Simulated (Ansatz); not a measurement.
**quartet C2(+): levels of theory in one basis**

```xyz
2

C     0.0000    0.0000    0.0000
C     0.0000    0.0000    1.5444
```

Basis set: def2-SVP (spherical functions). Correlated methods keep 2 orbitals frozen. Correlation on ROHF uses semicanonical orbitals with singles. Charge 1, multiplicity 4.

Computed with Ansatz (development build ahead of 0.2.0); each method stands on the lowest determinant of its kind that the runs found.

```json
{"method": "ROHF", "E − E(ROHF) (eV)": "0.00", "<S²> of the determinant": "–"}
{"method": "UHF", "E − E(ROHF) (eV)": "-0.06", "<S²> of the determinant": "3.92"}
{"method": "ROHF-MP2", "E − E(ROHF) (eV)": "-3.81", "<S²> of the determinant": "–"}
{"method": "UHF-MP2", "E − E(ROHF) (eV)": "-3.57", "<S²> of the determinant": "3.92"}
{"method": "ROHF-CCSD(T)", "E − E(ROHF) (eV)": "-5.60", "<S²> of the determinant": "–"}
{"method": "UHF-CCSD(T)", "E − E(ROHF) (eV)": "-5.60", "<S²> of the determinant": "3.92"}
```

Caution: the determinant may break the point group. Caution for UHF, UHF-MP2, UHF-CCSD(T): the unrestricted determinant is spin contaminated. Caution for ROHF-MP2, UHF-MP2, ROHF-CCSD(T), UHF-CCSD(T): another reference gives a lower total.
